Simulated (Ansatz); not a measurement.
Molecule: vinyl chloride, C2H3Cl, net charge 0, singlet state. 
Coordinates optimised at B3LYP-D3(BJ)/def2-TZVP (Ansatz, an electronic-structure program):
```xyz
6

C      0.0112     0.7589    -0.0124
C      1.3049     1.0233     0.0034
Cl    -0.6370    -0.8532     0.0042
H     -0.7591     1.5163    -0.0370
H      2.0529     0.2431     0.0280
H      1.6388     2.0524    -0.0084
```

Basis-set convergence of Hartree-Fock and CCSD correlation energies (hartree) with Ansatz. Valence correlation only, unless marked. No spin-orbit coupling. No relativistic terms.

```json
[
 {"basis": "cc-pV(D+d)Z", "functions": "66", "E(HF)": "-536.96466", "E(corr, CCSD)": "-0.44287"},
 {"basis": "cc-pV(T+d)Z", "functions": "141", "E(HF)": "?", "E(corr, CCSD)": "?"}
]
```

Q: What belongs in the gaps?

A: 
- cc-pV(T+d)Z, E(HF): -537.00250
- cc-pV(T+d)Z, E(corr, CCSD): -0.54898
